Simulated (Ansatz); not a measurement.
A nudged elastic band was laid between two geometries of CH$_{5}$B (7 atoms, charge 0, multiplicity 1).

All numbers below come from RKS r2SCAN-D4/def2-SVP (Ansatz).

```yaml
movable_images: 5
climbing_image: yes
spring: 50.0 eV/Å²
optimiser: quadratic models (default)
start_path: through a guess of the saddle point
force_threshold: 0.05 eV/Å
iteration_limit: 60
end_points: relaxed
```

First end point:

```xyz
7
Properties=species:S:1:pos:R:3
B -0.246 -0.851 0.044
C 0.139 0.652 0.016
H 0.316 -1.623 0.788
H -1.062 -1.300 -0.730
H 0.569 1.051 0.946
H 0.970 0.667 -0.725
H -0.625 1.336 -0.384
```

Last end point:

```xyz
7
Properties=species:S:1:pos:R:3
B -0.247 -0.851 0.035
C 0.131 0.649 -0.090
H -0.928 -1.247 0.956
H 0.194 -1.670 -0.740
H 1.068 0.704 0.509
H 0.407 0.989 -1.099
H -0.564 1.358 0.383
```

Question: What changes between the two ends?

Answer: No bond is made or broken. The dihedral H4–B1–C2–H7 goes from 26 to 158°. The two ends are copies of one structure, up to a mirror image or an exchange of like atoms.

Question: Give the energies along the band, and the barrier.

Answer: The forces met the threshold. The highest image is number 2 of 0 to 6, 1.0 kJ/mol above the ends, which have the same energy within 2 meV. Beside the main top the profile has a ripple of under 15 meV (maxima at images 2, 5), which may be a very shallow well or noise. Another band between the same ends (5 images) ends at a top of the same energy, where a vibrational analysis finds 1 clearly imaginary mode.

```
image  path coordinate (Å)  energy (kJ/mol)  dihedral H4–B1–C2–H7 (°)
    0                 0.00              0.0                        26
    1                 0.32              0.5                        41
    2                 0.64              1.0                        57
    3                 1.10              0.1                        80
    4                 1.56              0.6                       106
    5                 2.03              0.9                       133
    6                 2.49              0.0                       158
```

Question: What is the geometry of the highest image?

Answer: 
```xyz
7
Properties=species:S:1:pos:R:3
B -0.225 -0.860 0.052
C 0.211 0.632 -0.001
H -0.002 -1.576 1.002
H -0.816 -1.339 -0.892
H 0.748 1.018 0.876
H 0.828 0.797 -0.904
H -0.683 1.260 -0.180
```

The band took 8 iterations and roughly 40 core-seconds.

The run took 38 s on 1 thread of AMD EPYC 9R14 (Zen 4) (shared host), peak memory 0.2 GiB.
